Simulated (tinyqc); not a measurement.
Born-Oppenheimer dynamics on the unrestricted PBE/sto-3g surface (energies and gradients from PySCF), for LiH+, spin multiplicity 2, step by step. Computed by tinyqc, a small Python program that keeps every step (integrals from PySCF). Settings: charge = 1, multiplicity = 2, basis = sto-3g, functional = pbe,pbe, time step (fs) = 0.5, steps = 24. Command: `OMP_NUM_THREADS=1 python tinyqc.py 21489 21490 out.jsonl` (the two numbers bound the seeds that draw the settings). One thread of a shared host (Intel(R) Xeon(R) Processor @ 2.60GHz), about 10 s of CPU time with the checks.

## Velocity Verlet step 1

positions (bohr), order 1Li, 2H:
```
[[0.000000, 0.000000, 0.000000],
 [0.000000, 0.000000, 3.191747]]
```

velocities (bohr per atomic time unit), order 1Li, 2H:
```
[[-0.000085034, 0.000008918, 0.000055015],
 [0.000591966, -0.000062082, -0.000382985]]
```

gradient (hartree/bohr), order 1Li, 2H:
```
[[0.00000000, 0.00000000, 0.02109759],
 [0.00000000, 0.00000000, -0.02109851]]
```

masses (electron masses): [12789.392909, 1837.152588]

gradient after step 1 (hartree/bohr), order 1Li, 2H:
```
[[0.00009408, -0.00000987, 0.02141497],
 [-0.00009441, 0.00000990, -0.02141572]]
```

dt = 0.5 fs = 20.6707 atomic units; x' = x + v dt - g dt^2 / (2m); after the new gradient g', v' = v - (g + g') dt / (2m).

positions after step 1 (bohr), order 1Li, 2H:
```
[[-0.001758, 0.000184, 0.000785],
 [0.012236, -0.001283, 3.186284]]
```

velocities after step 1 (bohr per atomic time unit), order 1Li, 2H:
```
[[-0.000085110, 0.000008926, 0.000020659],
 [0.000592497, -0.000062138, -0.000143811]]
```

## Velocity Verlet step 2

gradient after step 2 (hartree/bohr), order 1Li, 2H:
```
[[0.00018856, -0.00001977, 0.02143786],
 [-0.00018921, 0.00001985, -0.02143858]]
```

As before.

positions after step 2 (bohr), order 1Li, 2H:
```
[[-0.003519, 0.000369, 0.000854],
 [0.024495, -0.002569, 3.185802]]
```

velocities after step 2 (bohr per atomic time unit), order 1Li, 2H:
```
[[-0.000085338, 0.000008950, -0.000013971],
 [0.000594093, -0.000062305, 0.000097276]]
```

## Energy conservation

The total energy should stay constant up to terms of order dt^2; the step counts as short enough if it moves by less than 2 % of the largest kinetic energy.

Trajectory:
```
time (fs)  1Li-2H (angstrom)  potential (hartree)  kinetic (hartree)  total (hartree)
0.000000            1.689000          -7.63613876         0.00052627      -7.63561249
0.500000            1.685710          -7.63600664         0.00039457      -7.63561207
1.000000            1.685468          -7.63599682         0.00038480      -7.63561203
1.500000            1.688276          -7.63610985         0.00049747      -7.63561238
2.000000            1.694097          -7.63633957         0.00072648      -7.63561309
2.500000            1.702851          -7.63667369         0.00105959      -7.63561410
3.000000            1.714423          -7.63709488         0.00147957      -7.63561531
3.500000            1.728664          -7.63758218         0.00196555      -7.63561663
4.000000            1.745397          -7.63811269         0.00249473      -7.63561796
4.500000            1.764424          -7.63866313         0.00304394      -7.63561919
5.000000            1.785528          -7.63921137         0.00359110      -7.63562027
5.500000            1.808483          -7.63973752         0.00411638      -7.63562115
6.000000            1.833059          -7.64022479         0.00460298      -7.63562181
6.500000            1.859024          -7.64065986         0.00503762      -7.63562225
7.000000            1.886149          -7.64103307         0.00541060      -7.63562247
7.500000            1.914214          -7.64133822         0.00571573      -7.63562249
8.000000            1.943008          -7.64157233         0.00594999      -7.63562233
8.500000            1.972331          -7.64173512         0.00611307      -7.63562205
9.000000            2.001997          -7.64182858         0.00620690      -7.63562167
9.500000            2.031833          -7.64185638         0.00623516      -7.63562122
10.000000           2.061679          -7.64182349         0.00620278      -7.63562070
10.500000           2.091390          -7.64173574         0.00611557      -7.63562017
11.000000           2.120833          -7.64159944         0.00597980      -7.63561964
11.500000           2.149890          -7.64142107         0.00580195      -7.63561912
12.000000           2.178454          -7.64120708         0.00558847      -7.63561861
```

The total energy moves within 1.0e-05 hartree, under 2 % of the largest kinetic energy.
